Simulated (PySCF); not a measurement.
An unknown is described by computed data only.

Formula: BClH5N.

| Quantity | Value |
| --- | --- |
| Rotational structure | rotational constants A, B, C: 26.296, 5.191, 4.611 GHz [PBE0-D3(BJ)/def2-SVP] |
| Valence photoelectron | vertical ionisation energy: 9.86 eV [ΔSCF CAM-B3LYP/def2-SVPD] |
| Dipole | 6.12 D [CAM-B3LYP/def2-SVPD] |
| NMR, other nuclei | isotropic shieldings of nuclei other than C and H, by class: 108 (1 B), 207 (1 N), 963 (1 Cl) ppm [GIAO CAM-B3LYP/pcSseg-2] |
| Polarisability | 43.7 au [CAM-B3LYP/def2-SVPD] |
| Triplet | lowest triplet excitation (Tamm–Dancoff): 6.06 eV [TDA CAM-B3LYP/def2-SVPD] |
| 1H NMR | chemical shifts (computed TMS as zero) by class: 3.13 (2 H), 2.92 (3 H) ppm [GIAO CAM-B3LYP/pcSseg-2] |
| XPS | B1s 195.7, Cl2p3/2 204.7, N1s 408.6, Cl1s 2827.3 eV [ΔSCF SCAN, pcX-2 on the ionised atom, pcseg-1 elsewhere, spin-free X2C, 2p3/2 from a spin–orbit splitting computed afterwards within the 2p shell] |
| UV, first state | lowest singlet excitation: 6.15 eV (202 nm, f = 0.000) [TDDFT CAM-B3LYP/def2-SVPD] |
| UV, strongest line | among the 10 lowest singlet transitions: S2 at 6.94 eV (179 nm, f = 0.076) [TDDFT CAM-B3LYP/def2-SVPD] |

Gas-phase values; electronic properties from PySCF, density fitting. Levels stand in brackets. Geometry: PBE0-D3(BJ)/def2-SVP; no solvent, vibrations or thermal averaging. NMR values are class means; diastereotopic atoms form classes of their own.

Question: Give a SMILES that accounts for the data.

Answer: Numbering: `[NH3+:1][BH2-:2][Cl:3]`. Hydrogen classes from least to most shielded: 2 H on a four-coordinate boron, B2 (3.13 ppm), 3 H on a nitrogen bonded to B and 3 H, N1 (2.92 ppm). The other shieldings belong to: 108 ppm, four-coordinate boron [B2]; 207 ppm, nitrogen bonded to B and 3 H [N1]; 963 ppm, chlorine bonded to B [Cl3]. The core levels belong to: B1s 195.7 eV, four-coordinate boron [B2]; Cl2p3/2 204.7 eV, chlorine bonded to B [Cl3]; N1s 408.6 eV, nitrogen bonded to B and 3 H [N1]; Cl1s 2827.3 eV, chlorine bonded to B [Cl3]. The first electron is taken from the HOMO, whose largest Löwdin shares are 0.61 on the chlorine bonded to B, 0.19 on the four-coordinate boron and 0.09 on each of 2 atoms of one kind (B–H hydrogen). The optimised geometry has point group Cs and is an asymmetric top. Structure: `Cl[BH2-][NH3+]`. The assignments are read from this structure; whether some other isomer fits the data as well wasn't checked.
